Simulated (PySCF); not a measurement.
**From a raw peak list to a structure**

Formula C3H3F3. The spectrum was simulated from the full spin Hamiltonian at 300 MHz with 1.2 Hz Lorentzian lines, from shifts rounded to 0.01 ppm and J to 0.1 Hz, couplings under 1 Hz left out.

Maxima in Hz from TMS (height), grouped by integral:
1H: 2331.8 (53), 2329.5 (54), 2324.7 (54), 2322.3 (53), 2249.7 (53), 2247.3 (54), 2242.6 (54), 2240.2 (53)
1H: 1690.8 (100), 1684.4 (100), 1664.1 (100), 1657.8 (100)
1H: 1636.2 (100), 1629.9 (100), 1609.6 (100), 1603.2 (100)

¹³C{¹H} NMR (computed): δ 163.1 (ddd, J = 321.0, 34.2, 12.3 Hz), 153.9 (ddd, J = 326.9, 61.7, 10.2 Hz), 78.8 (dd, J = 230.7, 27.4 Hz).

[PySCF: geometry: GFN2-xTB; couplings computed with B3LYP/pcJ-1; GIAO PBE0/pcSseg-1 shieldings; one computed conformer; gas phase; rapidly exchanging positions averaged; non-relativistic]

δ = σ(ref) − σ, references computed at the same level: ¹H, ¹³C vs TMS.

(1) Analyse the multiplets.

(2) What is the compound?

Answers

(1) ¹H NMR (300 MHz, computed): δ 7.62 (ddd, J = 82.3, 7.1, 2.2 Hz, 1H), 5.49 (ddd, J = 54.5, 26.7, 6.3 Hz, 2H). These are first-order names from the parameters used; overlap and second-order distortion can hide them in the list.

(2) SMILES F/C=C(/F)CF.

Mapped SMILES: `[F:1]/[CH:2]=[C:3](/[F:4])[CH2:5][F:6]`; H(Xn) means a hydrogen on atom n.

δ 7.62: H(C2), hydrogen on an alkene CH, coupled to F1 (82.3 Hz), F6 (7.1 Hz), F4 (2.2 Hz). δ 5.49: H(C5), hydrogen on an allylic sp3 CH2 bonded to F, coupled to F6 (54.5 Hz), F4 (26.7 Hz), F1 (6.3 Hz).

This is the structure that produced the data.

Common functionals overestimate the size of one-bond C–F couplings by tens of Hz; these are unscaled. Splittings below 1 Hz are ignored in the labels, and close J values are merged. Shifts are as computed. Against solution values, carbons near 30 ppm lie about +3 ppm off and those near 130 ppm about +5 ppm. Of 1211 compounds with measured shifts, 218 miss one by over three times the rms of a fit or turn the order of signals round; such compounds aren't used in these exercises. Only one conformer was computed, so three-bond couplings in flexible chains and rings are approximate.
